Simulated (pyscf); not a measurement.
# Routes from `[NH2][BH][OH]`

Candidate steps break at most two bonds and form at most two. Each was searched with GFN2-xTB (tblite) first. Optimised with ωB97X-D3(BJ)/def2-SVP in PySCF. MP2 and CC: frozen core, UHF for open shells. ΔMP2 is the change of the MP2 total energy from the triple- to the quadruple-zeta basis. Energies: CCSD(T)/def2-TZVPP + ΔMP2(QZVPP), kcal/mol, from the reactant's lowest minimum found, singlet surface; ΔG‡ with ideal gas, 1 atm, RRHO with modes under 100 cm⁻¹ raised to 100, one conformer, R ln 2 for chiral ones without a mode under 150 cm⁻¹.

| products | type | ΔE‡ | ΔE | ΔG‡ 298 K | ΔG‡ 900 K | ν‡ (cm⁻¹) |
|---|---|---|---|---|---|---|
| HB=O + NH₃ | elimination | 50.4 | +37.9 | 47.3 | 48.6 | 1592i |
| HB=NH + H₂O | elimination | 67.3 | +60.1 | 63.5 | 63.8 | 970i |

Row 1: On the reactant side the descent ends in a point that may be a rotor saddle (no frequency run), 1.8 kcal/mol over the lowest minimum found and 48.4 kcal/mol under the saddle at ωB97X-D3(BJ)/def2-TZVP. On the product side the descent ends in an adduct with a B–N contact, 8.2 kcal/mol under the separated species and 17.8 kcal/mol under the saddle at ωB97X-D3(BJ)/def2-TZVP. Row 2: On the product side the descent ends in an adduct with a B–O contact, 1.1 kcal/mol over the separated species and 3.1 kcal/mol under the saddle at ωB97X-D3(BJ)/def2-TZVP. 

Plain bond fissions and candidates not yet searched are not listed, and one of them may be faster. Each barrier is that of the saddle found; lower ones may exist. The CCSD(T) − MP2 part came from Ansatz, without density fitting, on the same reference.
